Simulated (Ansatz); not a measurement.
Zinc-blende GaAs, relaxed in Ansatz (plane waves) with several semilocal functionals. Each gives its own volume and its own zone-centre TO phonon frequency:

```tsv
level	V0 (Å³/atom)	TO(Γ) frequency (cm⁻¹)	ln V0	ln ω_TO
LDA	21.987	268.7	3.0905	5.5936
r²SCAN+rVV10	22.501	268.3	3.1136	5.5921
PBE	23.704	251.9	3.1656	5.5290
revPBE	24.229	246.9	3.1876	5.5090
```

**Question.** Fit a straight line to ln ω_TO against ln V0. What does it predict for r²SCAN, whose volume is 22.746 Å³/atom?

**Answer.** With x = ln V0 and y = ln ω_TO: means 3.13932 and 5.55593; Σ(Δx Δy) = -0.005743, Σ(Δx²) = 0.006067, so the slope is -0.947. At x = 3.1244 the line gives y = 5.55593 + (-0.947) × (3.1244 − 3.13932) = 5.5701, or 262.5 cm⁻¹. The run with r²SCAN gives 265.1 cm⁻¹, +1.0 % from the line. The rows used scatter about it by up to 1.2 %, while the largest value lies 9 % above the smallest.

Measured: 271 cm⁻¹ (measured, temperature not stated, no zero-point or thermal correction, our sources range from 268 to 271; as tabulated in Han and Bester (2011), arXiv:1107.0196).

Ansatz's density-functional and Hartree–Fock values are scalar-relativistic unless marked +SOC, with PAW data made under PBE.

Ansatz is a first-principles code.
